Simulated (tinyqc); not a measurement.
Worked calculation: Pariser-Parr-Pople SCF with singles CI, for the molecule c1ccccc1 (SMILES; centres numbered as the heavy atoms are written). One step of it, computed by the program tinyqc.

Problem. PPP integrals. Mataga-Nishimoto: gamma = 14.399645/(R + a), a = 2 x 14.399645/(gamma_rr + gamma_ss); H_rr = -W_r - sum_(s != r) z_s gamma_rs; H_rs = beta for bonds.

Centres (angstrom, eV; a flat drawing with bonds scaled to 1.40 angstrom):
```
centre          x          y  core charge z          W   gamma_rr
1C       1.400000   0.000000              1  11.160000  11.130000
2C       0.700000   1.212000              1  11.160000  11.130000
3C      -0.700000   1.212000              1  11.160000  11.130000
4C      -1.400000   0.000000              1  11.160000  11.130000
5C      -0.700000  -1.212000              1  11.160000  11.130000
6C       0.700000  -1.212000              1  11.160000  11.130000
```

Resonance integrals (eV):
```
i  j       beta
1  2  -2.390000
2  3  -2.390000
3  4  -2.390000
4  5  -2.390000
5  6  -2.390000
6  1  -2.390000
```

Give: repulsion gamma_rs; core matrix H.

Solution.

repulsion gamma_rs (eV), lower triangle:
```
         1C       2C       3C       4C       5C       6C
1C  11.1300
2C   5.3463  11.1300
3C   3.8725   5.3455  11.1300
4C   3.5175   3.8725   5.3463  11.1300
5C   3.8725   3.5181   3.8732   5.3463  11.1300
6C   5.3463   3.8732   3.5181   3.8725   5.3455  11.1300
```

core matrix H (eV), lower triangle:
```
          1C        2C        3C        4C        5C        6C
1C  -33.1151
2C   -2.3900  -33.1156
3C    0.0000   -2.3900  -33.1156
4C    0.0000    0.0000   -2.3900  -33.1151
5C    0.0000    0.0000    0.0000   -2.3900  -33.1156
6C   -2.3900    0.0000    0.0000    0.0000   -2.3900  -33.1156
```
